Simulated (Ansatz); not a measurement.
# AlH4 (doublet): wave-function methods side by side at distance Al1–H4 along a hydrogen transfer = 1.586 Å, cc-pVTZ

One table from this session's results is given with a row withheld; the runs are named, their logs left out.

Computed with Ansatz 0.2.0, Gaussian basis. Level: cc-pVTZ, core rule «outside noble gas», up to 5 orbitals frozen.

To be run: UHF; CCSD(T) on ROHF; CCSD(T) on UHF; BCCD(T) on ROHF; CCSDT(Q) on ROHF; CCSDT(Q) on UHF; CASSCF and MRCISD+Q, 3 electrons in 3 orbitals; CASSCF and NEVPT2, 3 electrons in 3 orbitals.

9 further runs of the same task are left out: 9 for a known fault of the program.

## What is computed

The geometry derives from fragments relaxed apart (PBE0/def2-TZVP) and kept rigid, so it is no stationary point. A hydrogen atom is moved between rigid fragments.

5 atoms, charge 0, spin multiplicity 2.

Atoms are counted from 1 here; the program's logs count them from 0.

Bond lengths: Al1–H2 1.586 Å, Al1–H3 1.586 Å, Al1–H4 1.586 Å. Angles: H2–Al1–H3 120.0°, H2–Al1–H4 120.0°, H3–Al1–H4 120.0°.

The first run:

in.yaml

```yaml
crystal:
  periodic: [false, false, false]
  atoms:
    - {symbol: Al, position_ang: [-0.085736, 0.000000, 0.000000]}
    - {symbol: H, position_ang: [-0.878659, 1.373384, 0.000000]}
    - {symbol: H, position_ang: [-0.878659, -1.373384, 0.000000]}
    - {symbol: H, position_ang: [1.500112, 0.000000, 0.000000]}
    - {symbol: H, position_ang: [2.552264, 0.000000, 0.000000]}
basis:
  gaussian: {orbitals: cc-pVTZ}
magnetization: {spin_polarized: true, initial_magnetization: 1}
hamiltonian: {xc: hf}
output: {orbitals: {seedname: orbitals}}
```

Command:

```sh
$ ansatz run in.yaml --threads 1 --pin off --events-out ev --progress --plain --max-ram 2816MiB --backend cpu
```

Among the steps run: UHF; CCSD(T) on ROHF; CCSD(T) on UHF; BCCD(T) on ROHF; CCSDT(Q) on ROHF; CCSDT(Q) on UHF; CASSCF and MRCISD+Q, 3 electrons in 3 orbitals; CASSCF and NEVPT2, 3 electrons in 3 orbitals.

One table of the session follows, with a row left open; its other results are not shown here.

```
     method  from UCCSDT(Q) (kcal/mol)
       ROHF                     +88.10
        UHF                     +84.78
       RMP2                     +18.94
       UMP2                     +19.01
      RCCSD                      +1.96
      UCCSD                      +1.90
   RCCSD(T)                      +0.45
   UCCSD(T)                      +0.45
    BCCD(T)                      +0.44
     RCCSDT                          ?
     UCCSDT                      +0.04
  RCCSDT(Q)                      +0.01
  UCCSDT(Q)                          0
CASSCF pair                     +76.97
NEVPT2 pair                     +19.12
```

Q: Estimate the row for RCCSDT from the others.

The run gave: from UCCSDT(Q) (kcal/mol): +0.05. In the column «from UCCSDT(Q) (kcal/mol)» it lies between UCCSDT (+0.04) and BCCD(T) (+0.44).

Some runs used a GPU and others CPU threads alone; cost is compared among the GPU runs only.

Not comparable, so not listed: CASSCF and MRCISD+Q, 3 electrons in 3 orbitals (they don't share determinant, frozen orbitals or solution with the rows shown, or repeat one).

Limits of these values: Restricted and unrestricted rows rest on different reference determinants; where their highest levels disagree by more than a few hundredths of an eV, they describe different states and don't form one ladder. Warnings in the runs' records: passed over end.
